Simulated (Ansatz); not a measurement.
Ansatz (a program for electronic structure) input:
A basis named .json is the Basis Set Exchange file of that set.

Ansatz 0.2 input:
```yaml
crystal:
  periodic: [false, false, false]
  atoms:
    - {symbol: O, position_ang: [-1.26170112, 0.44861239, -0.01279754]}
    - {symbol: S, position_ang: [-0.01151049, -0.41288437, -0.00531408]}
    - {symbol: O, position_ang: [1.28472211, 0.37715635, 0.02342570]}
basis:
  gaussian:
    orbitals: aug-cc-pV_D+d_Z.json
total_charge: -1
magnetization: {spin_polarized: true, initial_magnetization: 1}
correlation: {method: ccsd_t, electrons: outside_noble_gas}
output: {forces: true}
```

**Question.** Which total energy does the run end on?

**Answer.** -547.85522 Eh (CCSD(T)/aug-cc-pV(D+d)Z). The basis has 78 functions.
